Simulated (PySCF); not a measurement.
Identify the unknown among the candidates.

All candidates are C4H7N.

| technique | computed result |
| --- | --- |
| Dipole | 2.90 D [CAM-B3LYP/def2-SVPD] |
| NMR, other nuclei | isotropic shieldings of nuclei other than C and H, by class: -47 (1 N) ppm [GIAO PBE0/pcSseg-1] |
| Polarisability | 53.3 au [CAM-B3LYP/def2-SVPD] |
| UV, strongest line | among the 10 lowest singlet transitions: S6 at 8.22 eV (151 nm, f = 0.104) [TDDFT CAM-B3LYP/def2-SVPD] |
| Rotational structure | rotational constants A, B, C: 13.180, 3.293, 2.946 GHz [PBE0-D3(BJ)/def2-SVP] |
| UV, first state | lowest singlet excitation: 5.50 eV (225 nm, f = 0.000) [TDDFT CAM-B3LYP/def2-SVPD] |
| Triplet | lowest triplet excitation (Tamm–Dancoff): 4.76 eV [TDA CAM-B3LYP/def2-SVPD] |
| 1H NMR | chemical shifts (computed TMS as zero) by class: 2.65 (2 H), 1.26 (3 H), 1.26 (2 H) ppm [GIAO PBE0/pcSseg-1] |
| Valence photoelectron | vertical ionisation energy: 10.01 eV [ΔSCF CAM-B3LYP/def2-SVPD] |
| 13C NMR | chemical shifts (computed TMS as zero) by class: 176.1 (1 C), 24.5 (1 C), 20.5 (1 C), 10.7 (1 C) ppm [GIAO PBE0/pcSseg-1] |

The electronic properties come from PySCF, for the isolated species, density fitting. Levels stand in brackets. Geometry: PBE0-D3(BJ)/def2-SVP, one conformer, isolated molecule. NMR values are class means; diastereotopic atoms form classes of their own.

Question: Which candidate is it?
A. `CCC1=NC1`
B. `C1=NCCC1`
C. `C=C1C[C@@H]1N`

Answer: A. It is `CCC1=NC1`. Numbering: `[CH3:1][CH2:2][C:3]1=[N:4][CH2:5]1`. Its formula, C4H7N, gives 2 degrees of unsaturation: 1 ring and 1 π bond in the structure found. 4 carbons fall into 4 classes; from least to most shielded: C=N carbon [C3] (176.1 ppm), chain CH2 carbon [C2] (24.5 ppm), ring sp3 carbon bound to nitrogen [C5] (20.5 ppm), methyl carbon [C1] (10.7 ppm). Hydrogen classes from least to most shielded: 2 H on a chain CH2 carbon, C2 (2.65 ppm), 3 H on a methyl carbon, C1 (1.26 ppm, a mean of values up to 0.6 ppm apart in this geometry), 2 H on an sp3 carbon bound to nitrogen, C5 (1.26 ppm). The other shieldings belong to: -47 ppm, C=N nitrogen [N4]. The first electron is taken from the HOMO, whose largest Löwdin shares are 0.41 on the C=N nitrogen, 0.29 on the sp3 carbon bound to nitrogen, 0.18 on the C=N carbon and 0.05 on the chain CH2 carbon. The optimised geometry has point group C1 and is an asymmetric top.

The others, at the same levels:
- `C=C1C[C@@H]1N` fails: its computed lowest singlet excitation is 6.06 eV (205 nm, f = 0.001) (against 5.50 eV), vertical ionisation energy is 9.40 eV (against 10.01 eV) and lowest triplet excitation (Tamm–Dancoff) is 4.29 eV (against 4.76 eV).
- `C1=NCCC1` fails: its computed vertical ionisation energy is 9.71 eV (against 10.01 eV), strongest line among the 10 lowest singlet transitions is S3 at 7.41 eV (167 nm, f = 0.165) (against S6 at 8.22 eV) and rotational constant A is 7.812 GHz (against 13.180 GHz).

Each candidate is one conformer, not necessarily the lowest. Dipoles, sizes and rotational constants follow the conformer. The torsions of the flexible species, by atom-mapped SMILES:
- `[CH3:1][CH2:2][C:3]1=[N:4][CH2:5]1`: C1–C2–C3–N4 -126°
- `[CH2:1]=[C:2]1[CH2:3][C@@H:4]1[NH2:5]`: H–N5–C4–C3 -148°, H–N5–C4–C3 93°
